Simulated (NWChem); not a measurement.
# BFO (fluoro(oxo)borane): SVWN5/6-31++G(d,p) (spherical functions, then freq 1)

We compute a structure relaxation of BFO (fluoro(oxo)borane). 

The results are computed with NWChem 7.3.0.

## 1. The system as given

The species is BFO (3 atoms), typed as a singlet with charge 0. SMILES: `O=BF`. The shape is that of a PBE0-D4/def2-TZVP optimisation. The run starts from this shape.

Bond lengths: O1–B2 1.206 Å, B2–F3 1.282 Å. Angles: O1–B2–F3 180.0°.

## 2. A geometry optimisation at SVWN5/6-31++G(d,p) (spherical functions, then freq 1)

The input, test.nw:

```
start test
memory total 2200 mb

geometry units bohr
O   1.85778975 -1.06788423  0.90687957
B   0.03836144 -0.02192082  0.01870829
F  -1.89615119  1.08999403 -0.92558786
end

basis spherical bse
* library 6-31++G**
end

dft
xc slater vwn_5
mult 1
grid fine
convergence energy 1e-08
maxiter 100
mulliken
noprint "final vectors analysis"
end

driver
tight
maxiter 40
end

task dft optimize
task dft frequencies
```

Run with:

```
nwchem test.nw > test.out
```

What values should one expect? Wanted: total energy at the end; dipole moment; lowest harmonic wavenumber; highest harmonic wavenumber; zero-point energy; ideal-gas entropy at 298.15 K.

**Answer.** As computed:

At SVWN5/6-31++G** (spherical functions, then freq 1):

```
                                                 quantity             value
                                  total energy at the end     -198.56912 Eh
                                            dipole moment            2.07 D
                               lowest harmonic wavenumber          488 cm⁻¹
                              highest harmonic wavenumber         2101 cm⁻¹
                                        zero-point energy       24.4 kJ/mol
ideal-gas entropy at 298.15 K (symmetry number 1 as used)  53.8 cal/(mol K)
```

In words: At the final geometry: Bond lengths: O1–B2 1.218 Å, B2–F3 1.289 Å. Angles: O1–B2–F3 180.0°. All 4 modes are real, so the shape is a minimum at this level. The optimisation took 6 steps and changed the energy by -0.007 eV.
